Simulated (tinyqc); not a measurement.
Worked calculation: geometry optimisation on the UHF/sto-3g surface (energies and gradients from PySCF), for CH2, spin multiplicity 3. One step of it, computed by the program tinyqc.

Problem. Step 2: move. Quasi-Newton step p = -H^(-1) g (the inverse Hessian comes from BFGS updates; coordinates in the order x, y, z of each atom); steps longer than 0.5 bohr are cut back (factor 0.982 here).

positions after step 1 (bohr):
```
            x          y          z
1C  -0.071638   0.207701  -0.113146
2H   0.030234   1.717826   0.860282
3H   0.124551  -2.044579   1.085898
```

gradient (hartree/bohr):
```
              x            y            z
1C  -0.00218038   0.26357825   0.01790514
2H  -0.00872934  -0.14797915  -0.08584483
3H   0.01090972  -0.11559910   0.06793969
```

inverse Hessian in use (bohr^2/hartree):
```
           1          2          3          4          5          6          7          8
1   6.672867   0.081224   0.057846  -0.005651  -0.091586  -0.055021  -0.000549   0.010362
2   0.081224   3.224298   0.167815   0.091279   1.579658   0.901868  -0.172502   1.862711
3   0.057846   0.167815   7.129116  -0.031081  -0.490590  -0.300897  -0.026765   0.322775
4  -0.005651   0.091279  -0.031081   6.665753  -0.018484  -0.009376   0.006564  -0.072795
5  -0.091586   1.579658  -0.490590  -0.018484   6.305232  -0.188068   0.110070  -1.218223
6  -0.055021   0.901868  -0.300897  -0.009376  -0.188068   6.570652   0.064397  -0.713800
7  -0.000549  -0.172502  -0.026765   0.006564   0.110070   0.064397   6.660651   0.062432
8   0.010362   1.862711   0.322775  -0.072795  -1.218223  -0.713800   0.062432   6.022178
9  -0.002824  -1.069683  -0.161552   0.040456   0.678658   0.396911  -0.037632   0.391024

           9
1  -0.002824
2  -1.069683
3  -0.161552
4   0.040456
5   0.678658
6   0.396911
7  -0.037632
8   0.391024
9   6.431307
```

Give: positions after step 2.

Solution.

positions after step 2 (bohr):
```
          x        y        z
1C  -0.0960  -0.0386  -0.3310
2H   0.0498   2.0329   1.0503
3H   0.1294  -2.1133   1.1137
```
